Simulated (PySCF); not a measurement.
Published values to compare with (the computed states carry no symmetry labels, so the two lists aren't matched line by line):

```tsv
state	E (eV)	f	kind of transition	source
a 3Σ+	2.33		Te (adiabatic, minimum to minimum, no zero-point energy)	[1]
b' 3Σu-	3.53		Te (adiabatic, minimum to minimum, no zero-point energy)	[1]
A 1Πg	4.28		Te (adiabatic, minimum to minimum, no zero-point energy)	[1]
C 1Σu+	5.82		Te (adiabatic, minimum to minimum, no zero-point energy)	[1]
c 3Πu0	5.84		Te (adiabatic, minimum to minimum, no zero-point energy)	[1]
c 3Πu1	5.85		Te (adiabatic, minimum to minimum, no zero-point energy)	[1]
c 3Πu2	5.85		Te (adiabatic, minimum to minimum, no zero-point energy)	[1]
B 1Πu	6.30		Te (adiabatic, minimum to minimum, no zero-point energy)	[1]
E 1Πu	7.37		Te (adiabatic, minimum to minimum, no zero-point energy)	[1]
G 1Σu+	8.22		Te (adiabatic, minimum to minimum, no zero-point energy)	[1]
K 1Πu	8.96		Te (adiabatic, minimum to minimum, no zero-point energy)	[1]
M 1Σu+	9.07		Te (adiabatic, minimum to minimum, no zero-point energy)	[1]
N 1Σu+	9.58		Te (adiabatic, minimum to minimum, no zero-point energy)	[1]
```

[1] measured, gas; Huber, Herzberg, Constants of Diatomic Molecules, NIST Chemistry WebBook

P₂.
SMILES: `P#P`

Method used: PySCF 2.14.0, density-fitted response routines, TDDFT B3LYP/def2-SVPD, vertical, gas phase, core orbitals frozen in the response. Geometry: GFN2-xTB; no solvent, vibrations or thermal averaging.

Computed singlets: 3.42 eV (f 0.000); 3.77 eV (f 0.000 summed over 2 states); 4.28 eV (f 0.000 summed over 2 states); 6.15 eV (f 0.221); 7.78 eV (f 0.000 summed over 2 states). Computed triplets (Tamm–Dancoff): 2.49, 2.85, 2.85 eV.

Adiabatic (Te) and 0-0 energies refer to the relaxed excited state and aren't the vertical quantity computed here.

The run took 0.9 s on one thread of an Arm Neoverse V1 (shared host).
